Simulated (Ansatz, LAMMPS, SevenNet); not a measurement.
hcp Mg, elastic constant C33

Reference value: 66.5 GPa (measured, 0 K, extrapolated to 0 K; zero-point effects included; as tabulated in Ibrahim et al. (2023), arXiv:2305.03577).

```
level (code)                               value (GPa)  cell (Å³/atom)  difference (%)
-----------------------------------------  -----------  --------------  --------------
Finnis–Sinclair EAM Mg_mm.eam.fs (LAMMPS)         70.0           22.76            +5.3
SevenNet-0                                        48.8           22.96             -27
SevenNet-l3i5                                     48.9           22.92             -26
LDA (Ansatz)                                      75.8           21.61           +14.0
PBE (Ansatz)                                      68.8           22.95            +3.5
PBEsol (Ansatz)                                   72.2           22.51            +8.6
r²SCAN (Ansatz)                                   79.3           22.57           +19.2
```

Once the reference is moved by up to 5.0 % (a margin picked here for doubts on the reference and the settings, and for temperature and zero-point motion) and values within 1.7 % count as equal, the nearest can be PBE (+3.5 %) or Finnis–Sinclair EAM Mg_mm.eam.fs (+5.3 %). By the same margin the farthest can be SevenNet-0 (-27 %), SevenNet-l3i5 (-26 %) or r²SCAN (+19.2 %).

The reference isn't brought to a static lattice, while the calculations are for one, so the differences are not the levels' errors alone.  Each level is taken at its own relaxed cell. Cutoffs differ between the levels. Ansatz's density-functional and Hartree–Fock values are scalar-relativistic unless marked +SOC, with PAW data made under PBE.

Empirical potentials (Finnis–Sinclair EAM Mg_mm.eam.fs) are fitted to chosen data: where that held the value shown, agreement is built in, and what lay outside the fit can be far off. Machine-learned potentials (SevenNet-0, SevenNet-l3i5) are trained on DFT data: a solid inside that data is no test of them.

Differences are worked out from the printed values.

Ansatz is a quantum-chemistry and plane-wave program.
